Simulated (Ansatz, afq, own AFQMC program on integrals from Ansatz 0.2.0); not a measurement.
Two steps: Ansatz 0.2.0 writes the Fock matrix and Cholesky factors of the valence space, and afq projects on them the lowest state that overlaps trial and start.

```yaml
crystal:
  periodic: [false, false, false]
  atoms:
    - {symbol: Ge, position_ang: [0.000000, 0.000000, 0.000000]}
    - {symbol: H, position_ang: [0.000000, 0.000000, 4.430000]}
basis:
  gaussian: {orbitals: aug-cc-pVDZ}
total_charge: -1
magnetization: {spin_polarized: false}
correlation: {method: ccsd_t, electrons: outside_noble_gas, hamiltonian_folder: ham}
```

```sh
$ ansatz run in.yaml --threads 1 --pin off --events-out ev --progress --plain --max-ram 16896MiB --backend cuda --devices 0, --max-vram 18GiB
```

afq runs on the folder ham with

```
--method free --trial cisd --walkers 2 --time-step 0.02 --max-blocks 120 --target-error 0.00116 --factor-cut 0.001 --seed 2400 --times 0.0,0.4,0.8,1.6,2.4 --taylor-order 8
```

Times are imaginary, in 1/Eh. The walk had a cap of 60 s. Filled inner d shells are frozen with the cores.

```
orbitals 31  electrons 3 3  factors 137 of 493
reference energy -2075.73175497 Eh
CCSD correlation -0.12098667 Eh in 23 cycles, weight of the determinant in the CISD state 0.6644
repeat  energy at the last time / Eh  error
    10  -2075.852348  0.005060
    20  -2075.857094  0.004795
    30  -2075.857430  0.003587
    40  -2075.857902  0.003466
    50  -2075.860254  0.003296
    60  -2075.861473  0.002997
    70  -2075.863768  0.003417
    80  -2075.864643  0.003221
    90  -2075.863895  0.002878
   100  -2075.862862  0.002625
   110  -2075.863193  0.002476
   120  -2075.863319  0.002364
time / (1/Eh)  energy / Eh  error  mean overlap
  0.00  -2075.852933  0.001386  1.5300
  0.40  -2075.857911  0.001966  1.4763
  0.80  -2075.857916  0.001570  1.4886
  1.60  -2075.861135  0.001790  1.4644
  2.40  -2075.863319  0.002364  1.4742
energy -2075.863319 +/- 0.002364 Eh
```

The run passed its tests (error under three times the target), which doesn't prove that it has relaxed.

Against this walk (error 64.3 meV) on the same determinant: CCSD(T) 69.1 meV higher (within the noise), CCSDT(Q) 210.6 meV lower, CCSDTQ 133.3 meV lower, full CI 142.6 meV lower. The error is statistical, and a free projection of finite length keeps a remainder of its start.

A setting was made bad on purpose (too few walkers), so the walk's energy isn't to be trusted.

Cautions: remainder of the start not in the error; error above the target (64.3 against 31.6 meV); no relativity below Rb; no spin-orbit coupling; inner d shell frozen; higher spins were not checked; restricted determinant unstable towards unrestricted (UHF 1.94 eV lower, ⟨S²⟩ 2.01); strong correlation (T1 0.113, weight of the determinant 0.66, largest double 0.30); (T) is large, 7 % of the CCSD correlation; (Q) is large, 119 meV, so the cluster series hasn't closed; the CCSDT(Q) amplitudes may be one of several solutions (largest double 0.75); the CCSDTQ amplitudes may be one of several solutions (largest double 0.85); the determinant fills πx and πy unequally, so it mixes two states of the linear molecule, and each level undoes that mixture to a different degree, while full CI gives the lower state, and by Hund's rule a triplet of that filling probably lies lower still; CCSDTQ on the UHF determinant differs (986 meV lower), perhaps since the unrestricted series falls towards higher spin; so few walkers bias the energy; the coarse factor cut changes the integrals a little.

CCSDT and higher add their correlation energy to the determinant of the CCSD(T) run, since their own runs factorise the integrals more tightly (a shift of under 2 meV).
